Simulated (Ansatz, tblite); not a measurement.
**B(NCMe)H3 (C₂H₆BN): spin-state energies by level**

Is the singlet the ground state of B(NCMe)H3 (C₂H₆BN)? Other spin states are computed and compared level by level.

Method: as each input shows; program: Ansatz 0.2.0, Gaussian basis.

The runs, in order: triplet, at the geometry of the singlet (GFN1-xTB, GFN2-xTB, PBE0-D4/def2-TZVP, PBE-D4/def2-TZVP, r2SCAN-D4/def2-TZVP); the singlet's energies come from earlier runs.

1 further run of the same task is left out (it didn't finish).

## Step 1: The relaxed structure

The singlet was relaxed beforehand with r2SCAN-D4/def2-SVP.

10 atoms, charge 0, spin multiplicity 1.

Bond lengths: B1–N2 1.526 Å, B1–H8 1.224 Å, B1–H9 1.224 Å, B1–H10 1.224 Å, N2–C3 1.157 Å, C3–C4 1.447 Å, C4–H5 1.101 Å, C4–H6 1.101 Å, C4–H7 1.101 Å. Angles: N2–B1–H8 106.1°, N2–B1–H9 106.1°, N2–B1–H10 106.1°, H8–B1–H9 112.6°, H8–B1–H10 112.6°, H9–B1–H10 112.6°, B1–N2–C3 180.0°, N2–C3–C4 180.0°, C3–C4–H5 110.2°, C3–C4–H6 110.2°, C3–C4–H7 110.2°, H5–C4–H6 108.8°, H5–C4–H7 108.8°, H6–C4–H7 108.8°.

## Step 2: Triplet at the fixed geometry, GFN1-xTB

Tight binding, by tblite at 300 K electronic temperature and without a spin-polarisation term:

```python
tblite.interface.Calculator('GFN1-xTB', numbers, positions, charge=0, uhf=2).singlepoint()
```

Energy -320.8639 eV; 0.015 s.

## Step 3: Triplet at the fixed geometry, GFN2-xTB

Tight binding, by tblite at 300 K electronic temperature and without a spin-polarisation term:

```python
tblite.interface.Calculator('GFN2-xTB', numbers, positions, charge=0, uhf=2).singlepoint()
```

Energy -307.0352 eV; 0.01 s.

## Step 4: Triplet at the fixed geometry, PBE0-D4/def2-TZVP

in.yaml

```yaml
crystal:
  periodic: [false, false, false]
  atoms:
    - {symbol: B, position_ang: [0.000595, 0.005472, -2.085088]}
    - {symbol: N, position_ang: [-0.000402, 0.001567, -0.558809]}
    - {symbol: C, position_ang: [-0.000322, -0.001732, 0.598435]}
    - {symbol: C, position_ang: [-0.000574, -0.005366, 2.044958]}
    - {symbol: H, position_ang: [-1.033268, -0.039401, 2.424216]}
    - {symbol: H, position_ang: [0.487033, 0.904510, 2.426819]}
    - {symbol: H, position_ang: [0.544333, -0.884038, 2.422398]}
    - {symbol: H, position_ang: [1.176832, 0.007650, -2.423348]}
    - {symbol: H, position_ang: [-0.588252, 1.024068, -2.422227]}
    - {symbol: H, position_ang: [-0.585985, -1.012720, -2.427354]}
basis:
  gaussian: {orbitals: def2-TZVP}
magnetization: {spin_polarized: true, initial_magnetization: 2}
hamiltonian: {xc: pbe0, dispersion: d4}
scf: {omitted_lower_state_checks: [starts]}
output: {orbitals: {seedname: orbitals}}
```

On the command line:

```sh
> ansatz run in.yaml --threads 4 --pin off --events-out ev --progress --plain --max-ram 3916MiB
```

The log of the run:

```text
Functional definition: PBE0
  name "PBE0"
  cite "Adamo & Barone, J. Chem. Phys. 110, 6158 (1999) doi:10.1063/1.478522"
  cite "Perdew, Burke & Ernzerhof, Phys. Rev. Lett. 77, 3865 (1996) doi:10.1103/PhysRevLett.77.3865"
  parent pbe
  parameter a = 0.25
  parameter kappa = 0.804
  parameter beta = 0.06672455060314922
  exchange = (1 - a)*pbe_x(kappa = kappa, mu = beta*pi^2/3) + a*exact_x
  correlation = pbe_c(beta = beta)
these checks for a lower state are left out or cut short: starts
948 factors; their error is unknown
mean field evaluation 1: about -4320.8543 eV, gradient 3.9e1 eV
mean field evaluation 2: about -4305.9298 eV, gradient 5.9e1 eV
mean field evaluation 4: about -4327.6694 eV, gradient 4.2e0 eV
mean field evaluation 8: about -4327.9410 eV, gradient 5.0e-1 eV
mean field evaluation 16: about -4327.9685 eV, gradient 7.0e-3 eV
mean field evaluation 32: about -4327.9696 eV, gradient 2.1e-4 eV
mean field -4327.96957817 eV, -159.0499483946 hartree, gradient 7.1e-6 eV, S^2 2.010715; 0 other end points of the search recorded, 0 dependent functions left out
reference -4327.96961374 eV, -159.0499497019 hartree; 16, 14 occupied and 144, 146 virtual orbitals, 948 factors
Total energy: -4328.08146967 eV, -159.0540603314 hartree
Checks for a lower state left out: starts
```

It took 18 s on 4 threads of Intel Xeon at 2.50GHz, shared host.

From the report: HOMO -2.82 eV, LUMO -5.86 eV (over both spins; with the spin held, an empty level of the minority spin lies below the top filled one); ⟨S²⟩ 2.011 (pure: 2.00).

## Step 5: Triplet at the fixed geometry, PBE-D4/def2-TZVP

start.molden holds the orbitals of an earlier run on this state, given as this run's starting guess.

Edit in.yaml of step 4 so:

```diff
@@ -14,5 +14,5 @@
 basis:
-  gaussian: {orbitals: def2-TZVP}
+  gaussian: {orbitals: def2-TZVP, initial_orbitals: start.molden}
 magnetization: {spin_polarized: true, initial_magnetization: 2}
-hamiltonian: {xc: pbe0, dispersion: d4}
+hamiltonian: {xc: pbe, dispersion: d4}
 scf: {omitted_lower_state_checks: [starts]}
```

Same command.

The log of the run:

```text
Functional definition: PBE
  name "PBE"
  cite "Perdew, Burke & Ernzerhof, Phys. Rev. Lett. 77, 3865 (1996) doi:10.1103/PhysRevLett.77.3865"
  parent pbe
  parameter kappa = 0.804
  parameter beta = 0.06672455060314922
  exchange = pbe_x(kappa = kappa, mu = beta*pi^2/3)
  correlation = pbe_c(beta = beta)
these checks for a lower state are left out or cut short: starts
948 factors; their error is unknown
mean field evaluation 1: about -4327.6417 eV, gradient 5.5e0 eV
mean field evaluation 2: about -4327.7353 eV, gradient 1.5e-1 eV
mean field evaluation 4: about -4327.7147 eV, gradient 2.4e-3 eV
mean field evaluation 8: about -4327.7147 eV, gradient 1.1e-5 eV
mean field -4327.71468155 eV, -159.0405811166 hartree, gradient 2.4e-6 eV, S^2 2.005497; 0 other end points of the search recorded, 0 dependent functions left out
reference -4327.71472950 eV, -159.0405828787 hartree; 16, 14 occupied and 144, 146 virtual orbitals, 948 factors
Total energy: -4327.84880216 eV, -159.0455099583 hartree
Checks for a lower state left out: starts
```

It took 9.6 s on 4 threads of Intel Xeon at 2.50GHz, shared host.

Report: HOMO -1.50 eV, LUMO -6.69 eV (over both spins; with the spin held, an empty level of the minority spin lies below the top filled one); ⟨S²⟩ 2.005 (pure: 2.00).

## Step 6: Triplet at the fixed geometry, r2SCAN-D4/def2-TZVP

Edit in.yaml of step 5 so:

```diff
@@ -16,3 +16,3 @@
 magnetization: {spin_polarized: true, initial_magnetization: 2}
-hamiltonian: {xc: pbe, dispersion: d4}
+hamiltonian: {xc: r2scan, dispersion: d4}
 scf: {omitted_lower_state_checks: [starts]}
```

Same command.

The log of the run:

```text
Functional definition: r2SCAN
  name "r2SCAN"
  cite "Furness, Kaplan, Ning, Perdew & Sun, J. Phys. Chem. Lett. 11, 8208 (2020) doi:10.1021/acs.jpclett.0c02405"
  cite "Furness, Kaplan, Ning, Perdew & Sun, J. Phys. Chem. Lett. 11, 9248 (2020) doi:10.1021/acs.jpclett.0c03077"
  parent r2scan
  parameter k0 = 0.174
  parameter k1 = 0.065
  parameter a1 = 4.9479
  exchange = r2scan_x(k0 = k0, k1 = k1, a1 = a1)
  correlation = r2scan_c
these checks for a lower state are left out or cut short: starts
948 factors; their error is unknown
mean field evaluation 1: about -4330.9014 eV, gradient 3.3e0 eV
mean field evaluation 2: about -4330.9390 eV, gradient 4.4e-2 eV
mean field evaluation 4: about -4330.9239 eV, gradient 4.8e-4 eV
mean field evaluation 8: about -4330.9239 eV, gradient 8.6e-5 eV
mean field -4330.92385574 eV, -159.1585160928 hartree, gradient 2.5e-6 eV, S^2 2.013079; 0 other end points of the search recorded, 0 dependent functions left out
reference -4330.92387229 eV, -159.1585167011 hartree; 16, 14 occupied and 144, 146 virtual orbitals, 948 factors
Total energy: -4330.95824494 eV, -159.1597798724 hartree
Checks for a lower state left out: starts
```

It took 14 s on 4 threads of Intel Xeon at 2.50GHz, shared host.

HOMO -1.85 eV, LUMO -6.47 eV (over both spins; with the spin held, an empty level of the minority spin lies below the top filled one); ⟨S²⟩ 2.013 (pure: 2.00).

## Step 7: Triplet less singlet, vertical

The singlet's energies are those of its earlier runs, whose logs aren't repeated here.

```
              level  triplet less singlet, vertical (kcal/mol)     time
           GFN1-xTB                                     +118.6  0.031 s
           GFN2-xTB                                     +113.6   0.02 s
   PBE-D4/def2-TZVP                                     +122.4     13 s
r2SCAN-D4/def2-TZVP                                     +121.9     19 s
  PBE0-D4/def2-TZVP                                     +125.5     22 s
```

Times add the two runs; a level without a time comes out of a correlated run. Tight binding without a spin term can't rank spin states.

## Step 8: What came out

| quantity | value |
| --- | --- |
| triplet less singlet, vertical, functionals in def2-TZVP | +121.9 (r2SCAN-D4) to +125.5 kcal/mol (PBE0-D4) |

**Reading.** All functionals put the triplet above the singlet, over a spread of 3.5 kcal/mol. The checks for a lower triplet were left out, so another state of that spin may lie lower. These are electronic energies, without zero-point motion, entropy or surroundings.
